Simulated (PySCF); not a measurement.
Compound: C₂H₃Cl₂ (doublet state).
Structure used (GFN2-xTB), in Å, numbered top down from 1:
```xyz
7
C2H3Cl2 angstrom
Cl    -1.635    1.279    0.659
C     -0.852   -0.013   -0.094
C      0.530   -0.286    0.183
Cl     1.646    0.747   -0.937
H     -1.350   -0.423   -0.956
H      0.818   -1.304   -0.062
H      0.847    0.004    1.181
```

The hyperfine couplings belong to this conformer and change with its torsions.

The species is `C([CH]Cl)Cl` [radical].

Computed with UKS B3LYP, pcH-1 on C Cl H, non-relativistic, mean-field spin-orbit, GIAO in PySCF 2.14.0. Isolated species at its GFN2-xTB geometry (one conformer only). A GFN2-xTB geometry isn't a minimum of the functional, and hyperfine couplings can be far from their values at a DFT geometry. The SCF solution wasn't tested for stability.

The largest Mulliken spin populations are on C2 (+0.83), Cl4 (+0.15), Cl1 (+0.11) and C3 (-0.06). The angles at C2 add up to 358.0°, so it is nearly planar; its axial dipolar tensor and the negative coupling of its proton fit spin in a p orbital normal to that plane.

Problem. McConnell's relation a(H) = Q·ρ ties the coupling of a proton on a planar π carbon to the spin population of that carbon. What Q do the computed values give?

Solution. 
```tsv
H	C	ρ(C)	a(H) (G)	a/ρ (G)
H5	C2	+0.828	-18.71	-22.6
```

One proton gives one ratio, Q = -22.6 G, and no test of linearity. In McConnell's picture π spin on carbon polarises the C–H bond and leaves opposite spin at the proton, which makes Q negative, as found here.

Couplings in gauss use g_iso = 2.0073.
